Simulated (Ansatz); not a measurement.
Process, species as SMILES: Cl[CH]Cl → Cl[CH-]Cl (an electron is taken up)
B3LYP-D3(BJ)/def2-TZVP geometries, fixed; electronic energies without zero-point terms; positive where energy is released.

Basis-set convergence of the adiabatic electron affinity at B3LYP with Ansatz (an electronic-structure program). Cartesian d functions, on some or all atoms, in 6-31G*, 6-31+G*, 6-311G**, 6-311+G**; all else is spherical. The program fits the integrals of some runs and decomposes those of others, by size. Open shells are unrestricted. No added dispersion term, no relativity. Functions are those of the species that has most. Reference: the value in aug-pcseg-3, 1.371 eV, itself unsure by roughly 0.003 eV (its mean distance from aug-cc-pV(Q+d)Z, def2-QZVPPD). Deviations are taken from unrounded values.

| basis | functions | adiabatic electron affinity (eV) |
|---|---|---|
| 6-31G* | 55 | 1.018 |
| 6-31+G* | 67 | 1.438 |
| def2-SVP | 55 | 0.720 |
| def2-SVPD | 82 | 1.437 |
| pcseg-1 | 55 | 1.407 |
| aug-pcseg-1 | 86 | 1.598 |
| cc-pV(D+d)Z | 65 | 1.005 |
| aug-cc-pV(D+d)Z | 96 | 1.475 |
| 6-311G** | 78 | 1.423 |
| 6-311+G** | 90 | 1.496 |
| def2-TZVP | 111 | 1.218 |
| def2-TZVPD | 138 | 1.372 |
| pcseg-2 | 112 | 1.297 |
| aug-pcseg-2 | 169 | 1.397 |
| cc-pV(T+d)Z | 122 | 1.203 |
| aug-cc-pV(T+d)Z | 179 | 1.398 |
| def2-TZVPP | 129 | 1.216 |
| def2-TZVPPD | 156 | 1.371 |
| cc-pV(Q+d)Z | 213 | 1.284 |
| aug-cc-pV(Q+d)Z | 304 | 1.376 |
| pcseg-3 | 221 | 1.349 |
| aug-pcseg-3 | 312 | 1.371 |
| def2-QZVPP | 227 | 1.323 |
| def2-QZVPPD | 254 | 1.371 |

What the diffuse functions change, pair by pair:
- 6-31G* to 6-31+G*: 12 more functions, deviation -0.353 to 0.067 eV
- def2-SVP to def2-SVPD: 27 more functions, deviation -0.651 to 0.066 eV
- pcseg-1 to aug-pcseg-1: 31 more functions, deviation 0.036 to 0.227 eV
- cc-pV(D+d)Z to aug-cc-pV(D+d)Z: 31 more functions, deviation -0.366 to 0.104 eV
- 6-311G** to 6-311+G**: 12 more functions, deviation 0.052 to 0.125 eV
- def2-TZVP to def2-TZVPD: 27 more functions, deviation -0.153 to 0.001 eV
- pcseg-2 to aug-pcseg-2: 57 more functions, deviation -0.074 to 0.027 eV
- cc-pV(T+d)Z to aug-cc-pV(T+d)Z: 57 more functions, deviation -0.167 to 0.027 eV
- def2-TZVPP to def2-TZVPPD: 27 more functions, deviation -0.154 to 0.000 eV
- cc-pV(Q+d)Z to aug-cc-pV(Q+d)Z: 91 more functions, deviation -0.087 to 0.005 eV
- pcseg-3 to aug-pcseg-3: 91 more functions, deviation -0.022 to 0.000 eV
- def2-QZVPP to def2-QZVPPD: 27 more functions, deviation -0.048 to 0.000 eV

Leaving out the reference's own pair, they bring the value nearer the reference by more than 0.003 eV in 9 of 11 pairs.
